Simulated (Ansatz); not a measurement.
# BSiHO+ (doublet): from Hartree-Fock to the top rungs, cc-pVDZ

An exercise on one series of results from a longer session: the logs are not shown, and one member is left open.

The runs use Ansatz 0.2.0, Gaussian basis; cc-pVDZ, core rule «outside noble gas», up to 7 orbitals frozen.

Plan: UHF; CCSD(T) on ROHF; CCSD(T) on UHF; BCCD(T) on ROHF; CISD; CCSDT(Q) on ROHF; CCSDT(Q) on UHF; CASSCF and MRCISD+Q, 9 electrons in 9 orbitals; CASSCF and NEVPT2, 9 electrons in 9 orbitals.

27 further runs of the same task are left out: 9 that didn't finish, 18 set aside as unsound or not needed.

### The system

The geometry is a PBE0/def2-TZVP stationary point (not a proven minimum) of the parent state, kept for this charge and spin.

4 atoms, charge 1, spin multiplicity 2.

Atoms are counted from 1 here; the program's logs count them from 0.

Bond lengths: B1–O2 1.301 Å, B1–H4 1.196 Å, O2–Si3 1.661 Å. Angles: O2–B1–H4 128.4°, B1–O2–Si3 176.8°.

The first run:

in.yaml

```yaml
crystal:
  periodic: [false, false, false]
  atoms:
    - {symbol: B, position_ang: [0.000012, -0.289616, 0.856663]}
    - {symbol: O, position_ang: [-0.000018, -0.171632, -0.439229]}
    - {symbol: Si, position_ang: [0.000003, -0.114843, -2.099559]}
    - {symbol: H, position_ang: [0.000004, 0.576091, 1.682126]}
basis:
  gaussian: {orbitals: cc-pVDZ}
total_charge: 1
magnetization: {spin_polarized: true, initial_magnetization: 1}
hamiltonian: {xc: hf}
output: {orbitals: {seedname: orbitals}}
```

The run is started by

```
> ansatz run in.yaml --threads 1 --pin off --events-out ev --progress --plain --max-ram 2393MiB
```

Steps of the session up to this table: UHF; CCSD(T) on ROHF; CCSD(T) on UHF; BCCD(T) on ROHF; CISD; CCSDT(Q) on ROHF; CCSDT(Q) on UHF; CASSCF and MRCISD+Q, 9 electrons in 9 orbitals; CASSCF and NEVPT2, 9 electrons in 9 orbitals.

One table of the session follows, with a row left open; its other results are not shown here.

| method | from UCCSDT(Q) (kcal/mol) |
| --- | --- |
| ROHF | +218.78 |
| UHF | +216.83 |
| RMP2 | +28.72 |
| UMP2 | +26.70 |
| CISD | +31.98 |
| RCCSD | +9.60 |
| UCCSD | +9.22 |
| RCCSD(T) | +1.89 |
| UCCSD(T) | +1.75 |
| BCCD(T) | +1.50 |
| RCCSDT | +0.84 |
| UCCSDT | +0.82 |
| RCCSDT(Q) | +0.25 |
| UCCSDT(Q) | 0 |
| CASSCF frontier | +134.28 |
| MRCISD frontier | +16.50 |
| MRCISD+Q frontier | ? |

Q: Estimate the row for MRCISD+Q frontier from the others.

The run gave: from UCCSDT(Q) (kcal/mol): +5.64. In the column «from UCCSDT(Q) (kcal/mol)» it lies between RCCSD(T) (+1.89) and UCCSD (+9.22).

Not comparable, so not listed: CASSCF and NEVPT2, 9 electrons in 9 orbitals (they don't share determinant, frozen orbitals or solution with the rows shown, or repeat one).

Caveats from the session: Restricted and unrestricted rows rest on different reference determinants; where their highest levels disagree by more than a few hundredths of an eV, they describe different states and don't form one ladder. Warnings in the runs' records: passed over end.
